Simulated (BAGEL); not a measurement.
**BH3O (SMILES [H]B([H])O) at RASCI/aug-cc-pVDZ (density fitting with cc-pvtz-jkfit, max holes 2, max particles 2, ras first 4, ras sizes (3, 5, 5))**

What is the energy change on altering one bond length of BH3O at RASCI/aug-cc-pVDZ (density fitting with cc-pvtz-jkfit, max holes 2, max particles 2, ras first 4, ras sizes (3, 5, 5))? 

The results are computed with BAGEL 1.2.2.

3 further runs of the same task are left out: 2 that didn't finish, 1 set aside as unsound or not needed.

### Step 1. Starting point

BH3O has 5 atoms, charge 0, and is taken as a singlet. SMILES: `[H]B([H])O`. The coordinates come from a GFN2-xTB relaxation.

Bond lengths: B1–O4 1.325 Å, B1–H2 1.172 Å, B1–H3 1.182 Å, O4–H5 0.958 Å. Angles: B1–O4–H5 117.9°, H2–B1–O4 115.8°, H3–B1–O4 122.8°, H2–B1–H3 121.4°.

### Step 2. The energy at RASCI/aug-cc-pVDZ (density fitting with cc-pvtz-jkfit, max holes 2, max particles 2, ras first 4, ras sizes (3, 5, 5))

job.json reads:

```json
{ "bagel" : [

{
  "title" : "molecule",
  "basis" : "aug-cc-pvdz.json",
  "df_basis" : "cc-pvtz-jkfit",
  "angstrom" : false,
  "geometry" : [
    { "atom" : "B", "xyz" : [  0.51205909,  0.57160436, -0.20503528 ] },
    { "atom" : "H", "xyz" : [  2.65232510,  0.73706878, -0.74759455 ] },
    { "atom" : "H", "xyz" : [ -0.81808134,  2.36472768, -0.15250090 ] },
    { "atom" : "O", "xyz" : [ -0.30126014, -1.73609139,  0.32973831 ] },
    { "atom" : "H", "xyz" : [ -2.04506161, -1.93730943,  0.77539242 ] }
  ]
},
{ "title" : "hf" },
{ "title" : "ras", "nstate" : 3, "active" : [[4, 5, 6], [7, 8, 9, 10, 11], [12, 13, 14, 15, 16]], "max_holes" : 2, "max_particles" : 2, "thresh" : 1.0e-7 }

]}
```

The basis set aug-cc-pVDZ is read from a file made from the Basis Set Exchange's data (not shown).

Started as:

```
$ BAGEL_NUM_THREADS=1 BAGEL job.json > job.out
```

Standard output:

```text
* using 1 threads per process

  ===============================================================
  ===============================================================

  *** Geometry ***

  { "atom" : "B", "xyz" : [      0.512059,      0.571604,     -0.205035 ] },
  { "atom" : "H", "xyz" : [      2.652325,      0.737069,     -0.747595 ] },
  { "atom" : "H", "xyz" : [     -0.818081,      2.364728,     -0.152501 ] },
  { "atom" : "O", "xyz" : [     -0.301260,     -1.736091,      0.329738 ] },
  { "atom" : "H", "xyz" : [     -2.045062,     -1.937309,      0.775392 ] },

  Number of auxiliary basis functions:      248

  Since a DF basis is specified, we compute 2- and 3-index integrals:
    o Being stored without compression. Storage requirement is 0.011 GB

  Number of basis functions:       73
  Number of electrons      :       16

    * METHOD: MOLECULE                             0.05

[... 13 lines left out ...]
    * SCF iteration converged.
[... 1 line left out ...]
    * Permanent dipole moment:
[... 210 lines left out ...]
     19  0 *    -101.34242494     4.46e-08      0.24
     19  1 *    -101.05987425     3.59e-08      0.00
     19  2 *    -101.00216344     4.37e-08      0.00

     * ci vector   0, <S^2> = 0.0000, E =     -101.34242494
       222-22...-.....     0.9983075739

     * ci vector   1, <S^2> = -0.0000, E =     -101.05987425
       222-2a...-....b     0.5433089542
       222-2b...-....a     0.5433089540
       222-2a.b.-.....     0.4474958144
       222-2b.a.-.....     0.4474958143

     * ci vector   2, <S^2> = 0.0000, E =     -101.00216344
       222-2ba..-.....     0.6463517456
       222-2ab..-.....     0.6463517452
       222-2a..b-.....    -0.1454927002
       222-2b..a-.....    -0.1454926994
       222-2b...-..a..     0.1442591253
       222-2a...-..b..     0.1442591240
       222-2b...-...a.    -0.1244471218
       222-2a...-...b.    -0.1244471210
       222-2a...-.b...    -0.0746643168
       222-2b...-.a...    -0.0746643161
       22a-22b..-.....     0.0647433181
       22b-22a..-.....     0.0647433181

    * METHOD: RAS                                  9.88

  ===============================================================
```

Wall time 11 s (1 thread of Arm Neoverse V2, shared host); peak memory 0.12 GiB.

The roots found:

| excited state | energy (eV) |
| --- | --- |
| 1 | 7.689 |
| 2 | 9.259 |

### Step 3. The distorted shape

input.json reads:

```json
{ "bagel": [

{
  "title": "molecule",
  "basis": "aug-cc-pvdz.json",
  "df_basis": "cc-pvtz-jkfit",
  "geometry": [
    { "atom": "B", "xyz": [  1.32535753,  2.87923775, -0.73979376 ] },
    { "atom": "H", "xyz": [  3.46562354,  3.04470217, -1.28235303 ] },
    { "atom": "H", "xyz": [ -0.00478290,  4.67236107, -0.68725938 ] },
    { "atom": "O", "xyz": [ -0.30126014, -1.73609139,  0.32973831 ] },
    { "atom": "H", "xyz": [ -2.04506161, -1.93730943,  0.77539242 ] }
  ]
},
{
  "title": "hf"
},
{
  "title": "ras",
  "nstate": 3,
  "active": [[4, 5, 6], [7, 8, 9, 10, 11], [12, 13, 14, 15, 16]],
  "max_holes": 2,
  "max_particles": 2,
  "thresh": 1.0e-7
}

]}
```

The basis set aug-cc-pVDZ is read from a file made from the Basis Set Exchange's data (not shown).

Started as:

```
$ BAGEL_NUM_THREADS=1 BAGEL input.json > input.out
```

Standard output:

```text
* using 1 threads per process

  ===============================================================
  ===============================================================

  *** Geometry ***

  { "atom" : "B", "xyz" : [      1.325358,      2.879238,     -0.739794 ] },
  { "atom" : "H", "xyz" : [      3.465624,      3.044702,     -1.282353 ] },
  { "atom" : "H", "xyz" : [     -0.004783,      4.672361,     -0.687259 ] },
  { "atom" : "O", "xyz" : [     -0.301260,     -1.736091,      0.329738 ] },
  { "atom" : "H", "xyz" : [     -2.045062,     -1.937309,      0.775392 ] },

  Number of auxiliary basis functions:      248

  Since a DF basis is specified, we compute 2- and 3-index integrals:
    o Being stored without compression. Storage requirement is 0.011 GB

  Number of basis functions:       73
  Number of electrons      :       16

    * METHOD: MOLECULE                             0.05

[... 13 lines left out ...]
    * SCF iteration converged.
[... 1 line left out ...]
    * Permanent dipole moment:
[... 271 lines left out ...]
     * ci vector   2, <S^2> = 0.0000, E =     -101.04086071
       222-2ba..-.....     0.6145251921
       222-2ab..-.....     0.6145251921
       222-2b...-..a..     0.2095694646
       222-2a...-..b..     0.2095694646
       222-2.ab.-.....     0.2084854730
       222-2.ba.-.....     0.2084854730
       222-2..b.-..a..     0.0748904583
       222-2..a.-..b..     0.0748904583
       222-2.a.b-.....    -0.0640382913
       222-2.b.a-.....    -0.0640382913
       222-2.a..-.b...    -0.0584188989
       222-2.b..-.a...    -0.0584188989

    * METHOD: RAS                                 12.11

  ===============================================================
```

It took 13 s on 1 thread of Arm Neoverse V2, shared host; peak memory 0.13 GiB.

The roots found:

| excited state | energy (eV) |
| --- | --- |
| 1 | 1.949 |
| 2 | 2.706 |

### Step 4. What came out

At RASCI/aug-cc-pVDZ (density fitting with cc-pvtz-jkfit, max holes 2, max particles 2, ras first 4, ras sizes (3, 5, 5)):

| quantity | value |
| --- | --- |
| first shape: energy of the lowest of 3 roots | -101.34242 Eh |
| first shape: lowest excitation energy | 7.69 eV |
| distorted shape: energy of the lowest of 3 roots | -101.14031 Eh |
| distorted shape: lowest excitation energy | 1.95 eV |
| energy change with the B1–O4 bond stretched from 1.325 to 2.651 Å | 5.500 eV |

In words: With the B1–O4 bond stretched from 1.325 to 2.651 Å the energy rises by 5.50 eV (531 kJ/mol). The first shape isn't relaxed at this level, so the change isn't measured from a minimum.
